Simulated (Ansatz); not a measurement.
# Platinum, fcc: convergence with Methfessel-Paxton smearing

Computed with Ansatz, r²SCAN, scalar-relativistic PAW, on the relaxed cell (a = 3.941 Å; spin not included). Errors count from a run at 500 eV on a Γ-centred 22×22×22 mesh with Fermi-Dirac smearing of 0.1 eV, extrapolated to zero width. Fixed here: cutoff 500 eV, mesh 14×14×14. The SCF starts from atomic densities corrected by a trained network.

| width (eV) | E(σ→0) error (meV/atom) | F error (meV/atom) | P (GPa) | SCF iterations |
| --- | --- | --- | --- | --- |
| 0.03 | -4.1 | -4.2 | -0.46 | 6 |
| 0.1 | -4.5 | -4.5 | -0.48 | 6 |
| 0.2 | -4.2 | -4.4 | -0.44 | 6 |
| 0.3 | -4.0 | -5.9 | -0.33 | 6 |
| 0.6 | -10.6 | -18.7 | -0.05 | 6 |
| 1.0 | -26.6 | -46.1 | 0.25 | 6 |

Problem. What does the run at 0.01 give (width)?

Solution. E(σ→0) error (meV/atom): -3.9; F error (meV/atom): -3.9; P (GPa): -0.46; SCF iterations: 6.
